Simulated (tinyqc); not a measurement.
A ladder of methods, and size consistency: correlation methods against full CI in the sto-3g basis, for LiH, spin multiplicity 1. Computed by the program tinyqc with PySCF. Command: `OMP_NUM_THREADS=1 python tinyqc.py 112665 112666 out.jsonl`; one thread of a shared host (Intel(R) Xeon(R) Processor @ 2.60GHz), about 1 s.

Geometry (angstrom):
```
atom       x       y       z
Li    0.0000  0.0000  0.0000
H     0.0000  0.0000  1.7280
```

RHF energy of one = -7.855362 hartree

All electrons correlated; +Q is the Davidson correction (1 - c0^2) E_corr. The last columns treat two copies 100 angstrom apart as one system. FCI is the lowest singlet.

Correlation energies (hartree):
```
method   E_corr of one  share of FCI (%)  E_corr of two at 100 angstrom  two minus twice one (mhartree)
MP2           -0.01406            61.493                       -0.02813                       -2.94e-05
CISD          -0.02285            99.932                       -0.04439                           1.322
CISD+Q        -0.02357           103.071                       -0.04683                           0.313
CCSD          -0.02286            99.946                       -0.04571                       -6.63e-05
CCSD(T)       -0.02287            99.989                       -0.04573                       -6.61e-05
FCI           -0.02287           100.000                              -                               -
```

MP2 recovers 61 %, CISD 99.9 % and CCSD 99.9 % of the FCI value (c0^2 = 0.969 in CISD). MP2 and coupled cluster are size consistent, so their last column vanishes but for a trace of long-range electrostatics; CISD loses 1.32 mhartree, since a double excitation on each copy is a quadruple of the pair, and the Davidson correction leaves +0.31.
